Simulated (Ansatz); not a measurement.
A CCSD(T) single point on `N=C1CC1N`.

```yaml
crystal:
  periodic: [false, false, false]
  atoms:
    - {symbol: N, position_ang: [-1.375518, 1.322684, -0.763813]}
    - {symbol: C, position_ang: [-0.757889, 0.452276, -0.105112]}
    - {symbol: C, position_ang: [-0.160133, -0.020332, 1.152178]}
    - {symbol: C, position_ang: [0.073797, -0.745114, -0.182867]}
    - {symbol: N, position_ang: [1.387958, -0.751693, -0.764653]}
    - {symbol: H, position_ang: [-1.717722, 2.064413, -0.148740]}
    - {symbol: H, position_ang: [0.661505, 0.554094, 1.573092]}
    - {symbol: H, position_ang: [-0.775354, -0.525044, 1.889930]}
    - {symbol: H, position_ang: [-0.434442, -1.702500, -0.266152]}
    - {symbol: H, position_ang: [1.848544, 0.134612, -0.590931]}
    - {symbol: H, position_ang: [1.314753, -0.840295, -1.772334]}
basis:
  gaussian: {orbitals: def2-TZVPP}
correlation: {method: ccsd_t}
output: {orbitals: {seedname: orbitals}}
```

```sh
$ ansatz run in.yaml --threads 4 --pin off --events-out ev --progress --plain --max-ram 10444MiB
```

Output of Ansatz, abridged:

```
Functional definition: HF
1425 factors; integrals over basis functions are off by at most 1.1e-3 eV
mean field evaluation 1: about -6145.4025 eV, gradient 4.0e1 eV
mean field evaluation 2: about -6145.6638 eV, gradient 4.0e1 eV
mean field evaluation 4: about -6149.6908 eV, gradient 4.6e0 eV
mean field evaluation 8: about -6149.7721 eV, gradient 4.4e-1 eV
mean field evaluation 16: about -6149.7739 eV, gradient 2.1e-6 eV
mean field -6149.77388795 eV, -226.0000219156 hartree, gradient 2.1e-6 eV, S^2 0.000000; 0 other end points of the search recorded, 0 dependent functions left out
5 core orbitals not correlated: weight in the atoms' cores, before any rotation towards them, 1.000 or more for the frozen orbitals, at most 0.000 for the correlated occupied ones
reference -6149.77388795 eV, -226.0000219156 hartree; 14, 14 occupied and 220, 220 virtual orbitals, 1425 factors
second order -24.49341009 eV of doubles, -0.00000000 eV of singles
cycle   1  -24.56570877 eV  change   -7.2e-2 eV  update   1.0e-1
cycle   2  -25.16114119 eV  change   -6.0e-1 eV  update   3.1e-2
cycle   3  -25.29464845 eV  change   -1.3e-1 eV  update   1.5e-2
cycle   4  -25.28573103 eV  change    8.9e-3 eV  update   3.9e-3
cycle   5  -25.28624347 eV  change   -5.1e-4 eV  update   1.9e-3
cycle   6  -25.28703749 eV  change   -7.9e-4 eV  update   5.9e-4
cycle   7  -25.28677181 eV  change    2.7e-4 eV  update   3.1e-4
cycle   8  -25.28668693 eV  change    8.5e-5 eV  update   1.2e-4
cycle   9  -25.28672042 eV  change   -3.3e-5 eV  update   5.9e-5
cycle  10  -25.28670548 eV  change    1.5e-5 eV  update   2.6e-5
perturbative correction -1.14644205 eV, -0.0421309684 hartree
Total energy: -6176.20703548 eV, -226.9714221705 hartree
```

Run time 2 min (4 threads of an Arm Neoverse V2 on a shared host); peak host memory 4.8 GiB.

MP2 recovers 92.7 % of the CCSD(T) correlation energy and the triples give 4.3 %; T1 = 0.0116.
